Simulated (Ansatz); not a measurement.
# C₄H₈S: one species, many methods

An exercise on one series of results from a longer session: the logs are not shown, and one member is left open.

Method: functionals in def2-TZVPP, the program's frozen cores in correlated methods; program: Ansatz 0.2.0, Gaussian basis.

Plan: PBE-D4, r2SCAN-D4, PBE0-D4, B3LYP-D4, ωB97X-V, ωB97M-V, B2PLYP; CCSD(T)/def2-TZVPP; MP2/def2-QZVPP; extrapolation to the limit.

**The geometry**

An earlier PBE0-D4 in a triple-zeta def2 set relaxation fixed the geometry.

SMILES `CC1CCS1`, 13 atoms, charge 0, spin multiplicity 1.

Atoms are counted from 1 here; the program's logs count them from 0.

Bond lengths: C1–C2 1.505 Å, C1–H6 1.093 Å, C1–H7 1.092 Å, C1–H8 1.095 Å, C2–C3 1.534 Å, C2–S5 1.841 Å, C2–H9 1.094 Å, C3–C4 1.531 Å, C3–H10 1.093 Å, C3–H11 1.094 Å, C4–S5 1.829 Å, C4–H12 1.091 Å, C4–H13 1.089 Å. Angles: C2–C1–H6 111.4°, C2–C1–H7 110.7°, C2–C1–H8 110.2°, H6–C1–H7 108.2°, H6–C1–H8 107.7°, H7–C1–H8 108.5°, C1–C2–C3 118.1°, C1–C2–S5 116.8°, C1–C2–H9 110.5°, C3–C2–S5 90.3°, C3–C2–H9 111.1°, S5–C2–H9 108.4°, C2–C3–C4 96.2°, C2–C3–H10 109.5°, C2–C3–H11 115.7°, C4–C3–H10 110.2°, C4–C3–H11 116.1°, H10–C3–H11 108.5° and more.

Set-up of the first run:

Contents of in.yaml:

```yaml
crystal:
  periodic: [false, false, false]
  atoms:
    - {symbol: C, position_ang: [-1.729726, 0.170710, -0.501459]}
    - {symbol: C, position_ang: [-0.506192, 0.157343, 0.374147]}
    - {symbol: C, position_ang: [0.678839, -0.718163, -0.053068]}
    - {symbol: C, position_ang: [1.771533, 0.275965, 0.347259]}
    - {symbol: S, position_ang: [0.567685, 1.652305, 0.324987]}
    - {symbol: H, position_ang: [-2.447740, 0.925196, -0.171216]}
    - {symbol: H, position_ang: [-1.460854, 0.386225, -1.537884]}
    - {symbol: H, position_ang: [-2.230210, -0.802589, -0.467388]}
    - {symbol: H, position_ang: [-0.781911, -0.035117, 1.415299]}
    - {symbol: H, position_ang: [0.664846, -0.847384, -1.138000]}
    - {symbol: H, position_ang: [0.732709, -1.705397, 0.414153]}
    - {symbol: H, position_ang: [2.158873, 0.112495, 1.354446]}
    - {symbol: H, position_ang: [2.602646, 0.393613, -0.346676]}
basis:
  gaussian: {orbitals: def2-TZVPP}
hamiltonian: {xc: pbe, dispersion: d4}
output: {forces: true, orbitals: {seedname: orbitals}}
```

Started as:

```sh
$ ansatz run in.yaml --threads 4 --pin off --events-out ev --progress --plain --max-ram 10444MiB
```

Among the steps run: PBE-D4 (GGA); r2SCAN-D4 (meta-GGA); PBE0-D4 (hybrid); B3LYP-D4 (hybrid); ωB97X-V (range-separated); ωB97M-V (range-separated); B2PLYP (double hybrid); CCSD(T) in def2-TZVPP; MP2 in def2-QZVPP.

One of the session's tables, all rows but one given; the rest of the session is left out.

```
            method  atomisation energy (kcal/mol)
            PBE-D4                         1245.3
         r2SCAN-D4                         1220.5
           PBE0-D4                         1229.5
          B3LYP-D4                         1215.1
           ωB97X-V                         1220.6
           ωB97M-V                         1222.0
            B2PLYP                         1203.0
     HF/def2-TZVPP                          901.5
    MP2/def2-TZVPP                         1204.3
   CCSD/def2-TZVPP                              ?
CCSD(T)/def2-TZVPP                         1188.2
           MP2/CBS                         1232.2
       CCSD(T)/CBS                         1216.1
```

**Question.** Estimate the row for CCSD/def2-TZVPP.

The run gave: atomisation energy (kcal/mol): 1170.7. In the column «atomisation energy (kcal/mol)» it lies between HF/def2-TZVPP (901.5) and CCSD(T)/def2-TZVPP (1188.2).
